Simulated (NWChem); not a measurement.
All runs are NWChem calculations. System: AlCl₃, charge 0, spin multiplicity 1, displaced from the optimised geometry. The structure started from a generated list of species.

The NWChem input:

```
start mol
memory heap 200 mb stack 900 mb global 1100 mb
geometry units angstroms nocenter noautoz
  Al     0.000000     0.000000    -0.000007
  Cl     0.000000     0.000000     2.129040
  Cl     1.843812     0.000000    -1.064517
  Cl    -1.843812     0.000000    -1.064517
  symmetry group C2v
end
basis spherical
  * library def2-svp
end
dft
  xc becke88 perdew86
  semidirect memsize 60000000 filesize 0
  iterations 100
  convergence nodiis damp 40
end
task dft gradient
```

The output up to the point where the run's verdict is printed (cleaned and shortened):

```
             Northwest Computational Chemistry Package (NWChem) 7.3.0
             --------------------------------------------------------

                                NWChem Input Module
                                -------------------

 Scaling coordinates for geometry "geometry" by  1.889725989
 (inverse scale =  0.529177249)

 Turning off AUTOSYM since
 SYMMETRY directive was detected!

                             Geometry "geometry" -> ""
                             -------------------------

 Output coordinates in angstroms (scale by  1.889725989 to convert to a.u.)

  No.       Tag          Charge          X              Y              Z
 ---- ---------------- ---------- -------------- -------------- --------------
    1 Al                  13.0000     0.00000000     0.00000000    -0.00000700
    2 Cl                  17.0000     0.00000000     0.00000000     2.12904000
    3 Cl                  17.0000     1.84381200     0.00000000    -1.06451700
    4 Cl                  17.0000    -1.84381200     0.00000000    -1.06451700

 Effective nuclear repulsion energy (a.u.)     289.2052946283

            Nuclear Dipole moment (a.u.)
            ----------------------------
        X                 Y               Z
 ---------------- ---------------- ----------------
     0.0000000000     0.0000000000     0.0000207870

      Symmetry information
      --------------------

 Group name             C2v
 Group number             16
 Group order               4
 No. of unique centers     3

      Symmetry unique atoms

     1    2    3


 Summary of "ao basis" -> "" (spherical)
 ------------------------------------------------------------------------------
       Tag                 Description            Shells   Functions and Types
 ---------------- ------------------------------  ------  ---------------------
 *                          def2-svp                  on all atoms

  perdew86 is a nonlocal functional; adding perdew81 local functional.

                                 NWChem DFT Module
                                 -----------------

 Summary of "ao basis" -> "ao basis" (spherical)
[...]
 d= 0,ls=0.5         52  -1582.8262876132 -5.01D+01  4.31D-01               3.0
 d= 0,ls=0.5         53  -1532.6927133875  5.01D+01  4.31D-01               3.0
 d= 0,ls=0.5         54  -1582.8262876132 -5.01D+01  4.31D-01               3.1
 d= 0,ls=0.5         55  -1532.6927133875  5.01D+01  4.31D-01               3.1
 d= 0,ls=0.5         56  -1582.8262876132 -5.01D+01  4.31D-01               3.2
 d= 0,ls=0.5         57  -1532.6927133875  5.01D+01  4.31D-01               3.2
 d= 0,ls=0.5         58  -1582.8262876132 -5.01D+01  4.31D-01               3.3
 d= 0,ls=0.5         59  -1532.6927133875  5.01D+01  4.31D-01               3.4
 d= 0,ls=0.5         60  -1582.8262876132 -5.01D+01  4.31D-01               3.4
 d= 0,ls=0.5         61  -1532.6927133876  5.01D+01  4.31D-01               3.5
 d= 0,ls=0.5         62  -1582.8262876132 -5.01D+01  4.31D-01               3.5
 d= 0,ls=0.5         63  -1532.6927133875  5.01D+01  4.31D-01               3.6
 d= 0,ls=0.5         64  -1582.8262876132 -5.01D+01  4.31D-01               3.6
 d= 0,ls=0.5         65  -1532.6927133876  5.01D+01  4.31D-01               3.7
 d= 0,ls=0.5         66  -1582.8262876132 -5.01D+01  4.31D-01               3.7
 d= 0,ls=0.5         67  -1532.6927133876  5.01D+01  4.31D-01               3.8
 d= 0,ls=0.5         68  -1582.8262876132 -5.01D+01  4.31D-01               3.8
 d= 0,ls=0.5         69  -1532.6927133875  5.01D+01  4.31D-01               3.9
 d= 0,ls=0.5         70  -1582.8262876132 -5.01D+01  4.31D-01               3.9
 d= 0,ls=0.5         71  -1532.6927133875  5.01D+01  4.31D-01               4.0
 d= 0,ls=0.5         72  -1582.8262876132 -5.01D+01  4.31D-01               4.0
 d= 0,ls=0.5         73  -1532.6927133875  5.01D+01  4.31D-01               4.1
 d= 0,ls=0.5         74  -1582.8262876132 -5.01D+01  4.31D-01               4.1
 d= 0,ls=0.5         75  -1532.6927133875  5.01D+01  4.31D-01               4.2
 d= 0,ls=0.5         76  -1582.8262876132 -5.01D+01  4.31D-01               4.2
 d= 0,ls=0.5         77  -1532.6927133876  5.01D+01  4.31D-01               4.3
 d= 0,ls=0.5         78  -1582.8262876132 -5.01D+01  4.31D-01               4.3
 d= 0,ls=0.5         79  -1532.6927133875  5.01D+01  4.31D-01               4.4
 d= 0,ls=0.5         80  -1582.8262876132 -5.01D+01  4.31D-01               4.4
 d= 0,ls=0.5         81  -1532.6927133875  5.01D+01  4.31D-01               4.5
 d= 0,ls=0.5         82  -1582.8262876132 -5.01D+01  4.31D-01               4.5
 d= 0,ls=0.5         83  -1532.6927133875  5.01D+01  4.31D-01               4.6
 d= 0,ls=0.5         84  -1582.8262876132 -5.01D+01  4.31D-01               4.6
 d= 0,ls=0.5         85  -1532.6927133875  5.01D+01  4.31D-01               4.7
 d= 0,ls=0.5         86  -1582.8262876132 -5.01D+01  4.31D-01               4.7
 d= 0,ls=0.5         87  -1532.6927133875  5.01D+01  4.31D-01               4.8
 d= 0,ls=0.5         88  -1582.8262876132 -5.01D+01  4.31D-01               4.8
 d= 0,ls=0.5         89  -1532.6927133875  5.01D+01  4.31D-01               4.9
 d= 0,ls=0.5         90  -1582.8262876132 -5.01D+01  4.31D-01               5.0
 d= 0,ls=0.5         91  -1532.6927133875  5.01D+01  4.31D-01               5.0
 d= 0,ls=0.5         92  -1582.8262876132 -5.01D+01  4.31D-01               5.1
 d= 0,ls=0.5         93  -1532.6927133876  5.01D+01  4.31D-01               5.1
 d= 0,ls=0.5         94  -1582.8262876132 -5.01D+01  4.31D-01               5.2
 d= 0,ls=0.5         95  -1532.6927133875  5.01D+01  4.31D-01               5.2
 d= 0,ls=0.5         96  -1582.8262876132 -5.01D+01  4.31D-01               5.3
 d= 0,ls=0.5         97  -1532.6927133875  5.01D+01  4.31D-01               5.3
 d= 0,ls=0.5         98  -1582.8262876132 -5.01D+01  4.31D-01               5.4
 d= 0,ls=0.5         99  -1532.6927133875  5.01D+01  4.31D-01               5.4
 d= 0,ls=0.5        100  -1582.8262876132 -5.01D+01  4.31D-01               5.5
```

Convergence was not reached. The next line reads: Calculation failed to converge. NWChem stopped with the message: dft gradient failed.
